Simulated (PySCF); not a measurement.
Compound: nitric acid, HNO3.
Cartesian coordinates in Å at the GFN2-xTB level; atoms count from 1:
```xyz
5
HNO3 angstrom
O     -0.3918    0.9366   -0.7996
N     -0.4444   -0.0394   -0.1289
O     -1.3389   -0.7713    0.0806
O      0.7391   -0.3803    0.5176
H      1.4446    0.2573    0.3131
```

Theory: PySCF 2.14.0, delta-SCF UKS SCAN, pcX-2 on the ionised atom, pcseg-1 elsewhere, spin-free X2C. Every row has its own mixed basis.

```tsv
ionised atom	basis functions	E(ground) (Eh)	binding energy (eV)
N2	92	-280.96896	414.622
O1	92	-280.97049	540.348
O4	92	-280.97231	541.130
```

Q: Fill in the total energy of each core-ionised state.

A: With binding energy = E(ionised) − E(ground) and 27.2114 eV a hartree:

```json
{"atom": "N2", "binding energy (Eh)": "15.2371", "E(ionised) (Eh)": "-265.7319"}
{"atom": "O1", "binding energy (Eh)": "19.8574", "E(ionised) (Eh)": "-261.1131"}
{"atom": "O4", "binding energy (Eh)": "19.8862", "E(ionised) (Eh)": "-261.0862"}
```

Q: How much do the ground-state energies differ, and what would follow from using one of them for all holes?

A: They run from -280.9723 Eh (core basis on O4) to -280.9690 Eh (on N2), 0.0033 Eh or 0.09 eV apart, though the state is the same; only basis and grid differ. Pairing the ion of N2 with the ground state of O4 would put its binding energy 0.09 eV too high.

Lowest listed O 1s: O1/O3, bonded to N. Highest, 0.78 eV above it: O4, bonded to N and H. Summing the Pauling electronegativity differences to the bonded atoms, each weighted by its formal bond order, gives -0.60 for the lowest site and -1.64 for the highest; the largest sum, -0.60, belongs to O1/O3, 0.78 eV below the top. The smallest sum, -1.64, belongs to O4, 0.78 eV above the lowest.

Only 1s holes are shown. Topologically equivalent atoms share the value of their first member; where this conformer doesn't relate them by symmetry, their own values could differ. The structure is a single GFN2-xTB conformer in the gas phase; no vibrational or solvent corrections.

Time: 5.6 s. Hardware: one thread of an x86-64 server, no GPU (shared host).
